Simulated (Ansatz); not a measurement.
BNH₅F, singlet: at the start structure of a reaction step.

Input (in.yaml):

```yaml
crystal:
  periodic: [false, false, false]
  atoms:
    - {symbol: B, position_ang: [0.455139, -0.088694, 1.000817]}
    - {symbol: N, position_ang: [-0.206387, -0.678642, -0.081470]}
    - {symbol: H, position_ang: [1.648646, -0.062127, 0.995784]}
    - {symbol: H, position_ang: [-0.197946, 0.394153, 1.875762]}
    - {symbol: H, position_ang: [-0.326988, 0.894167, -1.149293]}
    - {symbol: F, position_ang: [-0.451267, 1.585139, -1.767789]}
    - {symbol: H, position_ang: [-1.201963, -0.838860, -0.083585]}
    - {symbol: H, position_ang: [0.280765, -1.205134, -0.790224]}
basis:
  gaussian: {orbitals: def2-SVP}
hamiltonian: {xc: {name: wB97M-V}}
```

Run by:

```bash
ansatz run in.yaml --threads 2 --pin off --events-out ev --progress --plain --max-ram 4352MiB
```

What Ansatz 0.2.0 printed:

```
Functional definition: wB97M-V
  name "wB97M-V"
  cite "Mardirossian & Head-Gordon, J. Chem. Phys. 144, 214110 (2016) doi:10.1063/1.4952647"
  cite "Becke, J. Chem. Phys. 107, 8554 (1997) doi:10.1063/1.475007"
  cite "Vydrov & Van Voorhis, J. Chem. Phys. 133, 244103 (2010) doi:10.1063/1.3521275"
  # Of w^i u^j: cxij and so on, Table III.
  parameter omega = 0.3/bohr
  parameter cx = 0.15
  parameter cx01 = 1.007
  parameter cx10 = 0.259
  parameter css00 = 0.443
  parameter css04 = -1.437
  parameter css10 = -4.535
  parameter css20 = -3.390
  parameter css43 = 4.278
  parameter cos00 = 1.000
  parameter cos10 = 1.358
  parameter cos20 = 2.924
  parameter cos21 = -8.812
  parameter cos60 = -1.390
  parameter cos61 = 9.142
  parameter b = 6.0
  parameter c = 0.01
  gx(w, u) = 1 - cx + cx01*u + cx10*w
  gss(w, u) = css00 + css04*u^4 + css10*w + css20*w^2 + css43*w^4*u^3
  gos(w, u) = cos00 + cos10*w + (cos20 + cos21*u)*w^2 + (cos60 + cos61*u)*w^6
  exchange = spin_sum(e_x_unif_sr(omega)*gx(b97_w, b97_u_x)) + cx*exact_x_sr(omega) + exact_x_lr(omega)
  correlation = spin_sum(e_c_pw_mod_same_spin*gss(b97_w, b97_u_same))
      + integral(e_c_pw_mod_opposite_spin*gos(b97_w_opposite, b97_u_opposite)) + vv10(b, c)
764 factors; their error is unknown
198 factors; integrals over basis functions are off by at most 1.5e-5 eV
mean field evaluation 1: about -4956.1840 eV, gradient 4.2e1 eV
mean field evaluation 2: about -4957.0872 eV, gradient 3.8e1 eV
mean field evaluation 4: about -4959.4750 eV, gradient 9.7e-1 eV
mean field evaluation 8: about -4959.4637 eV, gradient 2.4e-2 eV
mean field -4959.46373044 eV, -182.2569304484 hartree, gradient 4.0e-5 eV, S^2 0.000000; 0 other end points of the search recorded, 0 dependent functions left out
reference -4959.46376330 eV, -182.2569316560 hartree; 13, 13 occupied and 54, 54 virtual orbitals, 764 factors
Total energy: -4959.46376330 eV, -182.2569316560 hartree
```

The lines “mean field evaluation” count trial sets of orbitals through the whole run, from several starts and some on an approximate energy, so they need not fall steadily or lie above the final value.

Hardware: 2 CPU threads of an Arm Neoverse V2, shared host. Wall time about 2 s.
